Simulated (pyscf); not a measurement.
•H₂Si–O–SiH₃ + hydrogen fluoride (HF) → F–SiH•–O–SiH₃ + hydrogen (H₂) (four-centre exchange; doublet surface; H–Si, F–H broken, F–Si, H–H formed). Single points on ωB97X-D3(BJ)/def2-SVP structures (PySCF, gas phase). Rate constants from transition-state theory, ωB97M-D3(BJ)/def2-TZVP energies (ideal gas, 1 atm, RRHO with modes under 100 cm⁻¹ raised to 100, one conformer, R ln 2 for rigid chiral ones; no tunnelling), k in cm³ molecule⁻¹ s⁻¹.

| T (K) | 1000/T | log10 k |
|---|---|---|
| 298 | 3.354 | -31.37 |
| 600 | 1.667 | ? |
| 900 | 1.111 | -19.41 |
| 1200 | 0.833 | -17.77 |

Question: Fit an Arrhenius line to the three values, give the activation energy, and predict k at 600 K.

Answer: Least squares gives log10 k = -13.36 − 5.37 × 1000/T, so Ea = 5.37 × ln 10 × 1.987 = 24.6 kcal/mol, against an electronic barrier of 23.9. At 600 K the line gives -22.31; the computed value is -22.45 (ΔG‡ = 45.2 kcal/mol), a factor 1.4 under the line, since the plot is curved. This is the saddle that the search found; another between the same sides may lie lower.
